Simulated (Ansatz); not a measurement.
Mulliken charges of `C=C1C=C1` from r2SCAN/def2-TZVPP in Ansatz (PBE0-D4/def2-TZVP geometry).

```csv
atom,x (Å),y (Å),z (Å),charge (e)
C1,-0.815,1.195,-0.173,-0.330
C2,-0.070,0.111,-0.023,0.077
C3,1.188,-0.559,0.119,-0.099
C4,0.105,-1.303,0.123,-0.099
H5,-1.893,1.123,-0.234,0.077
H6,-0.361,2.175,-0.239,0.077
H7,2.263,-0.511,0.181,0.148
H8,-0.325,-2.289,0.190,0.148
```

Problem. By hand: the dipole of these point charges (1 e Å = 4.8032 D).

Solution. Σ q r = (0.249, -0.362, 0.050) e Å, of length 0.442 e Å = 2.12 D.

Problem. How does the dipole of the full density compare? (Best estimate.)

Solution. The calculation gave: (0.255, -0.370, 0.051) e Å, 2.17 D; the point charges give 0.98 times that, at 0° from its direction.

Point charges leave out the atoms' own dipoles, such as those of lone pairs, and Mulliken's split depends on the basis, so the close match here is no proof of good charges.
